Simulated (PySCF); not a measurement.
From one molecule to another.

First species: propiolic acid, C3H2O2.
SMILES: `C#CC(=O)O`

Second species: C2HCl3.
Atom-mapped SMILES: `[Cl:1][CH:2]=[C:3]([Cl:4])[Cl:5]` (hydrogens: H6 on C2)

Levels: CAM-B3LYP/def2-SVPD for dipole moment, HOMO energy, LUMO energy, HOMO–LUMO gap, static isotropic polarisability and electronic spatial extent ⟨r²⟩ about the centre of nuclear charge; TDDFT CAM-B3LYP/def2-SVPD for lowest singlet excitation; TDA CAM-B3LYP/def2-SVPD for lowest triplet excitation (Tamm–Dancoff); ΔSCF CAM-B3LYP/def2-SVPD for vertical ionisation energy; PBE0-D3(BJ)/def2-SVP for rotational constant A and rotational constant C. Geometries: PBE0-D3(BJ)/def2-SVP. Each species is one conformer at its optimised geometry, gas phase, non-relativistic unless stated; the electronic structure was computed with PySCF and density fitting.

Dipoles, sizes and rotational constants follow the conformer. The torsions of the flexible species, by atom-mapped SMILES:
- `[CH:1]#[C:2][C:3](=[O:4])[OH:5]`: H–O5–C3–C2 180°

Problem. Which of the two has the higher ⟨r²⟩, and by how much?

Solution. The second: 916 bohr² against 379 bohr², a difference of 537 bohr².

Problem. Which has the higher rotational constant A?

Solution. The first: 12.271 GHz against 3.932 GHz, a difference of 8.339 GHz.

Problem. Which of the two has the higher LUMO energy, and by how much?

Solution. The second: 0.10 eV against -0.52 eV, a difference of 0.62 eV.

Problem. Which has the higher dipole moment?

Solution. The first: 1.77 D against 0.91 D, a difference of 0.86 D.

Problem. Which has the higher rotational constant C?

Solution. The first: 3.086 GHz against 1.100 GHz, a difference of 1.986 GHz.

Problem. Which has the higher HOMO energy?

Solution. The second: -8.75 eV against -9.98 eV, a difference of 1.23 eV.

Problem. Which has the higher T1 energy?

Solution. The first: 4.54 eV against 3.66 eV, a difference of 0.88 eV.

Problem. Which of the two has the higher HOMO–LUMO gap, and by how much?

Solution. The first: 9.46 eV against 8.85 eV, a difference of 0.61 eV.

On the first: The ΔSCF ionisation energy exceeds −ε(HOMO) by 1.10 eV with CAM-B3LYP. S1 lies 4.49 eV below the HOMO–LUMO gap; its leading configuration is HOMO→LUMO, weight 0.97.

On the second: The 10 singlets span 5.90 to 7.92 eV, and their oscillator strengths add up to 0.39. S1 lies 2.95 eV below the HOMO–LUMO gap; its leading configuration is HOMO→LUMO+1, weight 0.74.
